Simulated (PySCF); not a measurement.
PySCF input file for BeH, SMILES [BeH], multiplicity 2, C-PCM-B3LYP/def2-TZVPD. The structure is a stationary point at PBE0-D3(BJ)/def2-TZVPD. The multiplicity is an assumed one; other spin states were not compared.

```python
import numpy as np
from pyscf import gto, scf, dft
from pyscf.solvent import pcm

mol = gto.M(
    atom='''
    Be    0.00000000    0.00000000   -0.27070159
    H     0.00000000    0.00000000    1.08280637
    ''',
    basis='def2-TZVPD',
    charge=0,
    spin=1,
    max_memory=1600,
    verbose=3,
)
mf = dft.UKS(mol, xc='b3lyp').density_fit(auxbasis='def2-universal-jkfit')
mf.grids.level = 3
mf.conv_tol = 1e-9
mf.max_cycle = 100
mf.kernel()
fine, coarse = mf.grids, dft.Grids(mol).set(level=1).build(with_non0tab=True)
for _ in range(3):  # follow internal instabilities
    mf.grids = coarse
    mo, _, stable, _ = mf.stability(return_status=True, nroots=4)
    mf.grids = fine
    if stable:
        break
    mf.kernel(mf.make_rdm1(mo, mf.mo_occ))
res = {}
for name, eps in {'water': 78.355, 'ethylethanoate': 5.9867, 'ethanol': 24.852}.items():
    s = mf.PCM()
    s.with_solvent.method, s.with_solvent.eps, s.with_solvent.lebedev_order = 'C-PCM', eps, 29
    s.kernel(mf.make_rdm1())
    res[name] = (s.e_tot, eps, s.dip_moment(), s.mo_energy, s.converged)
    print(f'{name}: electrostatic solvation free energy {(s.e_tot - mf.e_tot) * 627.509474:.3f} kcal/mol')
```

Output:

```

WARN: HOMO -0.14693069704111 >= LUMO -0.14693069704111

converged SCF energy = -15.2650554362838  <S^2> = 0.75116508  2S+1 = 2.0011647
<class 'pyscf.df.df_jk.DFUKS'> wavefunction is stable in the internal stability analysis

WARN: PCM is an experimental feature. It is still in testing.
Features and APIs may be changed in the future.

converged SCF energy = -15.2704145229946  <S^2> = 0.7508294  2S+1 = 2.0008292
Dipole moment(X, Y, Z, Debye): -0.00000,  0.00000, -0.54610
water: electrostatic solvation free energy -3.363 kcal/mol

WARN: PCM is an experimental feature. It is still in testing.
Features and APIs may be changed in the future.

converged SCF energy = -15.2694566598952  <S^2> = 0.7508828  2S+1 = 2.0008826
Dipole moment(X, Y, Z, Debye):  0.00000,  0.00000, -0.50077
ethylethanoate: electrostatic solvation free energy -2.762 kcal/mol

WARN: PCM is an experimental feature. It is still in testing.
Features and APIs may be changed in the future.

converged SCF energy = -15.2702400097298  <S^2> = 0.75083892  2S+1 = 2.0008387
Dipole moment(X, Y, Z, Debye): -0.00000,  0.00000, -0.53769
ethanol: electrostatic solvation free energy -3.253 kcal/mol
```

The calculation finished and met its thresholds.

Cost: around 3 core-seconds (rough).
